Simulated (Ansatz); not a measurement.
## Dissociation curves of H2O (SMILES O)

H2O: 3 atoms, total charge 0, spin state singlet. SMILES: `O`. The shape is that of a PBE0-D4/def2-TZVP optimisation.

```xyz
3

O    -0.3027    0.2002   -0.1406
H     0.4665    0.5484    0.3153
H    -0.1638   -0.7486   -0.1747
```

The O1–H3 distance is scanned; the parts on either side stay rigid. Basis 6-31G(d), 1 core orbital frozen in the correlated methods; program Ansatz 0.2.0. FCI is exact within this basis and core. Energies in eV from each method's value at 0.960 Å; methods without a U are spin-restricted. The shape above is that at 0.960 Å.

```csv
distance (Å),SVWN5,revPBE,PBE0,B3LYP,FCI
0.960,0.00,0.00,0.00,0.00,0.00
1.199,0.75,0.73,0.88,0.82,0.79
1.439,2.11,2.04,2.34,2.22,2.10
1.919,4.40,4.21,4.81,4.59,3.90
2.399,5.82,5.52,6.37,6.07,4.51
```

Departure from the FCI curve at its largest: SVWN5 +1.31 eV at 2.40 Å; revPBE +1.01 eV at 2.40 Å; PBE0 +1.86 eV at 2.40 Å; B3LYP +1.56 eV at 2.40 Å. Restricted functionals keep the electrons paired too, and rise too high.
